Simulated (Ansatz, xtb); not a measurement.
System: C2H3O (charge 0, doublet). It need not be the lowest isomer of its formula. SMILES: C[C]=O
Geometry from a B3LYP-D3(BJ)/def2-TZVP (Ansatz, a program for electronic structure) optimisation:
```xyz
6

C     -0.9717    -0.6516    -0.0052
C      0.0062     0.4945     0.0051
H     -0.4534    -1.6140    -0.0159
H     -1.6108    -0.5706     0.8749
H     -1.6134    -0.5526    -0.8815
O      1.1838     0.4600     0.0029
```
Charge 0, spin multiplicity 2.

Harmonic wavenumbers from GFN2-xTB (xtb, at its own minimum), cm⁻¹: 85, 434, 925, 933, 1068, 1340, 1422, 1430, 1911, 2916, 3022, 3029.

Give the harmonic wavenumbers at B3LYP-D3(BJ)/def2-TZVP (Ansatz, finite differences of forces, unscaled).

112, 471, 855, 956, 1053, 1358, 1453, 1457, 1926, 3021, 3111, 3117 cm⁻¹. Zero-point energy 27.0 kcal/mol.

From these and the geometry, give the ideal-gas thermochemistry at 298.15 K and 1 atm (rigid rotor, harmonic oscillator).

Point group Cs, rotational symmetry number 1. Rotational constants 84.97, 9.993, 9.462 GHz. S(trans) 37.21, S(rot) 21.22, S(vib) 4.37, S(elec, spin only) 1.38, S 64.2 cal/(mol K). H(298) - H(0) 3.07 kcal/mol; G - E(el) 10.9 kcal/mol.
